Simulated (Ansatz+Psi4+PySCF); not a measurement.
The numbers below are computed, except where a source is named.
## Ansatz (development build ahead of 0.2.0) run

```yaml
crystal:
  periodic: [false, false, false]
  atoms:
    - { symbol: B, position_ang: [0.0, 0.0, -1.328] }
    - { symbol: "N", position_ang: [0.0, 0.0, 0.0] }
    - { symbol: B, position_ang: [0.0, 0.0, 1.312] }
basis:
  gaussian: { orbitals: cc-pVTZ }
magnetization:
  initial_magnetization: 1
hamiltonian:
  xc: hf
correlation:
  method: mp2
  frozen_orbitals: { B: 1, "N": 1 }
scf:
  omitted_lower_state_checks: [stability, starts, atomic_configurations, cluster_reference, orbital_swaps, given_window_search, neighbouring_geometries, increment]
```

The input is written out in the form of the current development build from the run's settings. Correlation on restricted open-shell orbitals is semicanonical, with singles.

The run gave:

```
Converged                                                          : yes
Reference energy                                                   : -103.73530 hartree
Correlation energy                                                 : -0.32239 hartree
Total energy                                                       : -104.05769 hartree
Spin squared of the determinant                                    : 0.750
Occupied orbitals by symmetry in an Abelian subgroup (alpha; beta) : 7 A1 1 B1 1 B2; 6 A1 1 B1 1 B2
```

Caution: large amplitudes, a single reference is doubtful; the determinant may break the point group; another reference gives a lower total.
